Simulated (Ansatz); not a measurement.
**Ge–NH₂⁺, singlet: reading a ladder of total energies**

Geometry: that of the Ge–NH2, doublet, kept fixed.

```xyz
4

Ge    0.0000    0.0000    0.3411
N     0.0000    0.0000   -1.4753
H     0.0000    0.8361   -2.0406
H     0.0000   -0.8361   -2.0406
```

Basis cc-pVDZ; Ansatz 0.2.0. Only valence electrons are correlated (noble-gas cores and the filled d shells of p-block atoms frozen), which leaves 10 electrons in 36 orbitals. Prefix R: restricted or restricted open-shell reference. No spin–orbit coupling is included, and no scalar relativity.

Full CI isn't at hand for all of this; RCCSDT(Q) serves as the reference, and is uncertain by about the last step of the cluster series.

Runs differ by some tens of microhartree through their thresholds, so steps under 0.03 kcal/mol mean nothing.

| level | total energy (hartree) |
| --- | --- |
| RHF | -2130.699772 |
| RMP2 | -2130.933483 |
| RCCSD | -2130.954983 |
| RCCSD(T) | -2130.963315 |
| RCCSDT | -2130.963993 |
| RCCSDT(Q) | -2130.964912 |

Q: What is the correlation energy at RCCSDT(Q), and what share of it do RMP2 and RCCSDT recover?

A: E(corr) = -2130.964912 − (-2130.699772) = -0.265140 hartree = -7.215 eV. RMP2: -0.233711 / -0.265140 = 88.15 %. RCCSDT: -0.264221 / -0.265140 = 99.65 %.

Q: By how many kcal/mol does RCCSD(T) miss RCCSDT(Q) (1 hartree = 627.509 kcal/mol), and which steps make up the rest?

A: -2130.963315 − (-2130.964912) = 0.001597 hartree = 1.00 kcal/mol. Steps: RCCSDT − RCCSD(T) = -0.43, RCCSDT(Q) − RCCSDT = -0.58 kcal/mol. Differences between like states or geometries often cancel part of this.
